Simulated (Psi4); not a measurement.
# BLYP/def2-SVPD run of BH2ClO (SMILES OBCl)

What is the energy change on altering one bond length of BH2ClO at BLYP/def2-SVPD? 

The calculation is run with Psi4 1.11.

2 further runs of the same task are left out: 2 that didn't finish.

## 1. The structure to begin with

BH2ClO: 5 atoms, total charge 0, spin state singlet. As SMILES, `OBCl`. Geometry: relaxed at PBE0-D4/def2-TZVP. This is one conformer, not always the lowest.

Bond lengths: O1–B2 1.340 Å, B2–Cl3 1.766 Å, O1–H4 0.963 Å, B2–H5 1.189 Å. Angles: O1–B2–Cl3 121.0°, O1–B2–H5 119.8°, Cl3–B2–H5 119.2°, B2–O1–H4 113.9°.

## 2. Energy and gradient at BLYP/def2-SVPD

The input, job.dat:

```
memory 1600 mb

molecule molecule1 {
  O     -0.863300    -0.618600    -0.002900
  B      0.379000    -0.137200     0.137900
  Cl     0.788600     1.496000    -0.395300
  H     -1.477700     0.001200    -0.409700
  H      1.223300    -0.815100     0.628600
  symmetry c1
}

set {
  reference rks
  puream true
  e_convergence 1e-09
  d_convergence 1e-08
  scf_type pk
  dft_radial_points 99
  dft_spherical_points 590
}

e, wfn = gradient('blyp/def2-SVPD', return_wfn=True)
oeprop(wfn, 'QUADRUPOLE', 'DIPOLE', 'LOWDIN_CHARGES')
```

Launch:

```
$ psi4 -n 1 job.dat job.out
```

job.out:

```text
[...]
  Running in c1 symmetry.
[...]
  Nuclear repulsion =   84.721670096920292
[...]
  Multiplicity = 1
[...]
  Nalpha       = 16
  Nbeta        = 16
[...]
    Number of basis functions: 86
[...]
   @RKS iter   1:  -561.06386039673419   -4.96319e-02   9.13689e-03 ADIIS/DIIS
[...]
   @RKS iter  12:  -561.32950102937900   -2.50111e-12   8.24377e-10 DIIS
[...]
    Orbital Energies [Eh]
    ---------------------
    Doubly Occupied:
       1A   -100.724908     2A    -18.837902     3A     -9.189014
       4A     -7.024755     5A     -7.019567     6A     -7.017777
       7A     -6.616789     8A     -0.958621     9A     -0.763945
      10A     -0.538547    11A     -0.427512    12A     -0.391400
      13A     -0.358152    14A     -0.315726    15A     -0.296728
      16A     -0.282032
[...]
  @RKS Final Energy:  -561.32950102937900
   => Energetics <=
    Nuclear Repulsion Energy =             84.7216700969202918
    One-Electron Energy =                -940.8757711645386053
    Two-Electron Energy =                 336.4253905205666797
    DFT Exchange-Correlation Energy =     -41.6007904823273691
    Empirical Dispersion Energy =           0.0000000000000000
    VV10 Nonlocal Energy =                  0.0000000000000000
    Total Energy =                       -561.3295010293790028
[...]
  -Total Gradient:
     Atom            X                  Y                   Z
    ------   -----------------  -----------------  -----------------
       1        0.002953338106     0.011551098332    -0.003758822014
       2       -0.004726064316     0.004903554741    -0.003176683146
       3       -0.003638887925    -0.012388075644     0.003901058947
       4        0.010018365350    -0.007419663348     0.005578173054
       5       -0.004622370170     0.003335856018    -0.002541112627
[...]
 Multipole Moments:
 ------------------------------------------------------------------------------------
     Multipole            Electronic (a.u.)      Nuclear  (a.u.)        Total (a.u.)
 ------------------------------------------------------------------------------------
 L = 1.  Multiply by 2.5417464519 to convert [e a0] to [Debye]
 Dipole X            :          0.9238058           -1.3289311           -0.4051253
 Dipole Y            :          2.0831379           -2.0113007            0.0718372
 Dipole Z            :         -0.5733908            0.4375798           -0.1358110
 Magnitude           :                                                    0.4332802
 L = 2.  Multiply by 1.3450342976 to convert [e a0^2] to [Debye ang]
 Quadrupole XX       :        -84.7663144           67.4121628          -17.3541516
 Quadrupole XY       :        -66.2320710           65.2196819           -1.0123891
[...]
```

Run time: 9.3 s. Hardware: 1 thread of Intel Xeon 6975P-C (Granite Rapids), shared host; peak memory 0.97 GiB.

## 3. The distorted shape

The input, bclh2o.xyz:

```xyz
5
BClH2O
O     -1.285480    -0.279626    -0.248268
B     -0.043180     0.201774    -0.107468
Cl     0.366420     1.834974    -0.640668
H     -1.899880     0.340174    -0.655068
H      1.223300    -0.815100     0.628600
```

The input, job.py:

```python
import psi4

psi4.set_memory('1600 MB')
psi4.set_num_threads(1)
psi4.core.set_output_file('output.dat', False)

with open('bclh2o.xyz') as f:
    atoms = ''.join(f.readlines()[2:])
mol = psi4.geometry('0 1\n' + atoms + 'symmetry c1')

options = {'basis': 'def2-SVPD', 'puream': True, 'e_convergence': 1e-09, 'd_convergence': 1e-08, 'scf_type': 'pk', 'dft_radial_points': 99, 'dft_spherical_points': 590}
psi4.set_options(options)

E, wfn = psi4.gradient("blyp", molecule=mol, return_wfn=True)
psi4.oeprop(wfn, "LOWDIN_CHARGES", "WIBERG_LOWDIN_INDICES", "MULLIKEN_CHARGES", title="BLYP")
print('gradient / Eh bohr^-1')
print(E.np.round(6))
print(f'energy = {wfn.energy():.10f} Eh')
for k, v in sorted(psi4.core.scalar_variables().items()):
    print(f'{k:45s} {v:18.10f}')
```

Launch:

```
$ python job.py
```

output.dat, cut to the lines that bear on the results:

```text
[...]
  Running in c1 symmetry.
[...]
  Nuclear repulsion =   83.011273443427442
[...]
  Multiplicity = 1
[...]
  Nalpha       = 16
  Nbeta        = 16
[...]
    Number of basis functions: 86
[...]
   @RKS iter   1:  -561.01116870309647   -7.73912e-02   9.12455e-03 ADIIS/DIIS
[...]
   @RKS iter  12:  -561.26681786834263   -1.25056e-11   8.39199e-09 DIIS
[...]
  @RKS Final Energy:  -561.26681786834263
   => Energetics <=
    Nuclear Repulsion Energy =             83.0112734434274415
    One-Electron Energy =                -937.1421449196376443
    Two-Electron Energy =                 334.3431908550729190
    DFT Exchange-Correlation Energy =     -41.4791372472053368
    Empirical Dispersion Energy =           0.0000000000000000
    VV10 Nonlocal Energy =                  0.0000000000000000
    Total Energy =                       -561.2668178683426277
[...]
 Multipole Moments:
 ------------------------------------------------------------------------------------
     Multipole            Electronic (a.u.)      Nuclear  (a.u.)        Total (a.u.)
 ------------------------------------------------------------------------------------
 L = 1.  Multiply by 2.5417464519 to convert [e a0] to [Debye]
 Dipole X            :          0.3224551           -0.9332211           -0.6107659
 Dipole Y            :          2.6353061           -2.3290216            0.3062845
 Dipole Z            :         -0.9501558            0.6675636           -0.2825921
 Magnitude           :                                                    0.7393940
[...]
  -Total Gradient:
     Atom            X                  Y                   Z
    ------   -----------------  -----------------  -----------------
       1       -0.010079338138     0.014617990013    -0.008425912897
       2       -0.047161027636     0.039300656106    -0.027968354177
       3       -0.005698514550    -0.005149099538     0.000508624554
       4        0.010430247809    -0.008220499653     0.006002239298
       5        0.052486965446    -0.040560940547     0.029882309469
[...]
  Mulliken Charges: (a.u.)
   Center  Symbol    Alpha    Beta     Spin     Total
       1     O     4.07986  4.07986  0.00000 -0.15973
       2     B     2.38044  2.38044  0.00000  0.23911
       3    CL     8.64313  8.64313  0.00000 -0.28625
       4     H     0.44962  0.44962  0.00000  0.10075
[...]
```

The script printed:

```text
gradient / Eh bohr^-1
[[-0.010079  0.014618 -0.008426]
 [-0.047161  0.039301 -0.027968]
 [-0.005699 -0.005149  0.000509]
 [ 0.01043  -0.00822   0.006002]
 [ 0.052487 -0.040561  0.029882]]
energy = -561.2668178683 Eh
CURRENT ENERGY                                   -561.2668178683
CURRENT REFERENCE ENERGY                         -561.2668178683
DD SOLVATION ENERGY                                 0.0000000000
DFT FUNCTIONAL TOTAL ENERGY                      -561.2668178683
DFT TOTAL ENERGY                                 -561.2668178683
DFT VV10 ENERGY                                     0.0000000000
DFT XC ENERGY                                     -41.4791372472
GRID ELECTRONS ALPHA                               16.0000000871
GRID ELECTRONS BETA                                16.0000000871
GRID ELECTRONS TOTAL                               32.0000001742
NUCLEAR REPULSION ENERGY                           83.0112734434
ONE-ELECTRON ENERGY                              -937.1421449196
PCM POLARIZATION ENERGY                             0.0000000000
PE ENERGY                                           0.0000000000
SCF ITERATION ENERGY                             -561.2668178683
SCF ITERATIONS                                     12.0000000000
SCF TOTAL ENERGY                                 -561.2668178683
TWO-ELECTRON ENERGY                               334.3431908551
XC GRID RADIAL POINTS                              99.0000000000
XC GRID SPHERICAL POINTS                          590.0000000000
XC GRID TOTAL POINTS                           282167.0000000000
```

Run time: 9.3 s. Hardware: 1 thread of Intel Xeon 6975P-C (Granite Rapids), shared host; peak memory 0.96 GiB.

## 4. Results

At BLYP/def2-SVPD:

| quantity | value |
| --- | --- |
| first shape: total energy | -561.32950 Eh |
| first shape: dipole moment | 1.10 D |
| first shape: HOMO energy | -7.67 eV |
| first shape: LUMO energy | -1.40 eV |
| first shape: HOMO–LUMO gap | 6.28 eV |
| first shape: largest force on an atom | 0.702 eV/Å |
| distorted shape: total energy | -561.26682 Eh |
| distorted shape: dipole moment | 1.88 D |
| distorted shape: HOMO energy | -7.09 eV |
| distorted shape: LUMO energy | -1.59 eV |
| distorted shape: HOMO–LUMO gap | 5.50 eV |
| distorted shape: largest force on an atom | 3.741 eV/Å |
| energy change with the B2–H5 bond stretched from 1.189 to 1.783 Å | 1.706 eV |

In words: With the B2–H5 bond stretched from 1.189 to 1.783 Å the energy rises by 1.71 eV (165 kJ/mol). The first shape isn't relaxed at this level, so the change isn't measured from a minimum. The largest force (first shape) is 0.70 eV/Å: the shape isn't a stationary point for this species at this level.
